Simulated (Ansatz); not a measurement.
Energy needed to pull apart C2HFO (SMILES O=C=CF), singlet, into free ground-state atoms, from the structure below (displaced at random from a GFN2-xTB minimum); no zero-point or spin–orbit terms; open-shell atoms are treated unrestricted, in their ground-state multiplicity.

O1  (0.670, -1.463, 1.411)
C2  (0.228, -0.630, 0.639)
C3  (-0.248, 0.476, -0.183)
F4  (-1.334, 0.067, -1.245)
H5  (0.228, 1.394, -0.653)
(Å)

Computed with Ansatz 0.2.0 (basis: def2-TZVPP); correlated methods freeze the cores.

```tsv
method	atomization energy (kJ/mol)
PBE-D4	?
BLYP-D4	?
r2SCAN-D4	2078
PBE0-D4	2063
CAM-B3LYP-D4	2047
wB97M-V	2052
HF	1217
MP2	2084
CCSD	1904
CCSD(T)	1982
```

What does BLYP-D4 give? (An estimate is asked for; the value comes from the calculation.)

Computed: 2139 kJ/mol, which is about 157 kJ/mol more than CCSD(T)/def2-TZVPP.

What does PBE-D4 give? (An estimate is asked for; the value comes from the calculation.)

The calculation gives: 2216 kJ/mol, which is about 234 kJ/mol more than CCSD(T)/def2-TZVPP.

In triple zeta the MP2 and coupled-cluster atomization energies are still short of their basis limit by a few kcal/mol a bond, whereas those of the functionals are nearly converged, so these differences are not deviations from converged CCSD(T).

The T1 diagnostic stays at or below 0.021. The restricted Hartree–Fock reference is unstable towards an unrestricted one here.

For scale, one of the runs: CCSD(T)/def2-TZVPP forces, 138 basis functions (an equivalent command: `ansatz run in.yaml --threads 4`). The run took 56 s on 4 CPU threads (shared host), with 1.5 GiB of host memory at its peak.
